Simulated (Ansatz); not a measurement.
Basis-set extrapolation for C2H3NO, SMILES `C1=NCO1` (PBE0-D4/def2-TZVP geometry, frozen core, the Gaussian-basis code of Ansatz). Multiplicity 1, RHF reference.

```csv
,def2-TZVPP,def2-QZVPP
HF,-206.810212,-206.819611
MP2 correlation,-0.750629,-0.803441
CCSD(T) correlation,-0.798980,not run
```

Energies in hartree. Use E(X) = E(∞) + A·exp(−7.88·√X) for Hartree–Fock and E(X) = E(∞) + B·X^(−2.97) for correlation, with X = 3 and 4, and add CCSD(T) minus MP2 of the smaller set to the MP2 limit.

Problem. What is the CCSD(T) energy at the basis-set limit?

Solution. HF limit: -206.819611 + (-0.009399) × 0.13774 = -206.82091. MP2 limit: -0.803441 + (-0.052812) × 0.74074 = -0.84256. Higher-order term: -0.798980 − (-0.750629) = -0.04835. Total: -207.71182 hartree, 269.4 kJ/mol below CCSD(T)/def2-TZVPP.
